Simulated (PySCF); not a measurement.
# Calculated properties of `C1CCCCO1`

C₅H₁₀O.
Bonds: C1–C2, C2–C3, C3–O4, O4–C5, C5–C6, C1–C6. Hydrogens: H7, H8 on C1; H9, H10 on C2; H11, H12 on C3; H13, H14 on C5; H15, H16 on C6.

Some functional groups and rings: ether.

**PBE0-D3(BJ)/def2-TZVP geometry optimisation, gas phase (PySCF)**

```yaml
Point_group: Cs
Rotational_constants_A_B_C: 4.734, 4.547, 2.630 GHz
```

B97-2/pcSseg-2 ground state and GIAO shieldings, non-relativistic (PySCF):

```yaml
Dipole_moment: 1.46 D
HOMO_energy: -6.90 eV
LUMO_energy: 0.74 eV
HOMO–LUMO_gap: 7.64 eV
13C_chemical_shifts_computed_TMS_as_zero_by_class: 73.0 (C3/C5), 30.7 (C2/C6), 28.0 (C1) ppm
1H_chemical_shifts_computed_TMS_as_zero_by_class: 3.62 (H11/H12/H13/H14), 1.61 (H7/H8), 1.47 (H9/H10/H15/H16) ppm
Isotropic_shieldings_of_nuclei_other_than_C_and_H_by_class: 279 (O4) ppm
```

Monoisotopic mass (most abundant isotopes): 86.0732 u.

A dipole of 1.46 D is allowed in Cs, and pure rotational transitions are dipole-allowed. The dipole matches unit charges of opposite sign 0.30 Å apart (1 e·Å = 4.8032 D). With B = h/(8π²I), that is 505.379 GHz u Å² over I, the principal moments of inertia are 106.8, 111.1 and 192.2 u Å² (most abundant isotopes); the inertial defect Ic − Ia − Ib is -25.7 u Å² (zero for a rigid planar frame, negative otherwise). The rotational constants make it an asymmetric top with κ = (2B − A − C)/(A − C) = 0.82, nearer the oblate limit (+1).

Geometry: PBE0-D3(BJ)/def2-TZVP, one conformer, isolated molecule. NMR classes are plain means over equivalent atoms (diastereotopic ones count apart unless rotation or inversion swaps them), as if these changed places fast; in this geometry the members of some classes differ.
